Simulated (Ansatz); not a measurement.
# CH₆Al (doublet): from Hartree-Fock to the top rungs at distance Al1–H4 along a hydrogen transfer = 1.857 Å, cc-pVDZ

How much of the correlation energy of CH₆Al (doublet) does each wave-function method recover here?

The runs use Ansatz 0.2.0, Gaussian basis; cc-pVDZ, core rule «outside noble gas», up to 6 orbitals frozen.

The runs, in order: UHF; CCSD(T) on ROHF; CCSD(T) on UHF; BCCD(T) on ROHF; CISD; CCSDT(Q) on ROHF; CCSDT(Q) on UHF; CASSCF and MRCISD+Q, 3 electrons in 3 orbitals; CASSCF and NEVPT2, 3 electrons in 3 orbitals; CASSCF and MRCISD+Q, 9 electrons in 9 orbitals; CASSCF and NEVPT2, 9 electrons in 9 orbitals.

**1. The system**

The geometry derives from fragments relaxed apart (PBE0/def2-TZVP) and kept rigid, so it is no stationary point. A hydrogen atom is moved between rigid fragments.

8 atoms, charge 0, spin multiplicity 2.

Atoms are counted from 1 here; the program's logs count them from 0.

Bond lengths: Al1–H2 1.586 Å, Al1–H3 1.586 Å, Al1–H4 1.857 Å, H4–C5 1.198 Å, C5–H6 1.080 Å, C5–H7 1.080 Å, C5–H8 1.080 Å. Angles: H2–Al1–H3 120.0°, H2–Al1–H4 120.0°, H3–Al1–H4 120.0°, Al1–H4–C5 180.0°, H4–C5–H6 90.0°, H4–C5–H7 90.0°, H4–C5–H8 90.0°, H6–C5–H7 120.0°, H6–C5–H8 120.0°, H7–C5–H8 120.0°.

**2. UHF**

Contents of in.yaml:

```yaml
crystal:
  periodic: [false, false, false]
  atoms:
    - {symbol: Al, position_ang: [-1.025841, 0.000000, 0.000000]}
    - {symbol: H, position_ang: [-1.818765, 1.373384, 0.000000]}
    - {symbol: H, position_ang: [-1.818765, -1.373384, 0.000000]}
    - {symbol: H, position_ang: [0.831159, 0.000000, 0.000000]}
    - {symbol: C, position_ang: [2.029159, 0.000000, 0.000000]}
    - {symbol: H, position_ang: [2.029159, -1.080022, 0.000000]}
    - {symbol: H, position_ang: [2.029159, 0.540011, 0.935327]}
    - {symbol: H, position_ang: [2.029159, 0.540011, -0.935327]}
basis:
  gaussian: {orbitals: cc-pVDZ}
magnetization: {spin_polarized: true, initial_magnetization: 1}
hamiltonian: {xc: hf}
output: {orbitals: {seedname: orbitals}}
```

On the command line:

```
ansatz run in.yaml --threads 1 --pin off --events-out ev --progress --plain --max-ram 2816MiB --backend cpu
```

The runs that follow: CCSD(T) on ROHF; CCSD(T) on UHF; BCCD(T) on ROHF; CISD; CCSDT(Q) on ROHF; CCSDT(Q) on UHF; CASSCF and MRCISD+Q, 3 electrons in 3 orbitals; CASSCF and NEVPT2, 3 electrons in 3 orbitals; CASSCF and MRCISD+Q, 9 electrons in 9 orbitals; CASSCF and NEVPT2, 9 electrons in 9 orbitals.

Before running them: what should the planned runs give, taken together? Wanted: UCCSDT(Q) below the RHF energy; RMP2 from UCCSDT(Q); UMP2 from UCCSDT(Q); RCCSD from UCCSDT(Q); RCCSD(T) from UCCSDT(Q); UCCSD(T) from UCCSDT(Q); RCCSDT(Q) from UCCSDT(Q); NEVPT2 frontier from UCCSDT(Q); MRCISD+Q frontier from UCCSDT(Q).

As calculated:

| quantity | value |
| --- | --- |
| UCCSDT(Q) below the RHF energy | -7.8061 eV |
| RMP2 from UCCSDT(Q) | +129.7 kJ/mol |
| UMP2 from UCCSDT(Q) | +133.8 kJ/mol |
| RCCSD from UCCSDT(Q) | +20.7 kJ/mol |
| RCCSD(T) from UCCSDT(Q) | +3.4 kJ/mol |
| UCCSD(T) from UCCSDT(Q) | +3.5 kJ/mol |
| RCCSDT(Q) from UCCSDT(Q) | 0.0 kJ/mol |
| NEVPT2 frontier from UCCSDT(Q) | +132.8 kJ/mol |
| MRCISD+Q frontier from UCCSDT(Q) | +3.0 kJ/mol |
| levels within 1 kcal/mol (43 meV) | RCCSD(T), UCCSD(T), BCCD(T), RCCSDT, UCCSDT, RCCSDT(Q), MRCISD+Q frontier |
| T1 diagnostic | 0.015 |

**Reading.** RCCSD(T) misses by +3.4 kJ/mol, 0.4 % of the correlation energy. Of the multireference levels listed MRCISD+Q frontier comes nearest in total energy (+3.0 kJ/mol), which doesn't show that its space is the better one. These misses are within one basis, not against nature; the frozen cores of restricted and unrestricted runs differ, which can shift their rows.
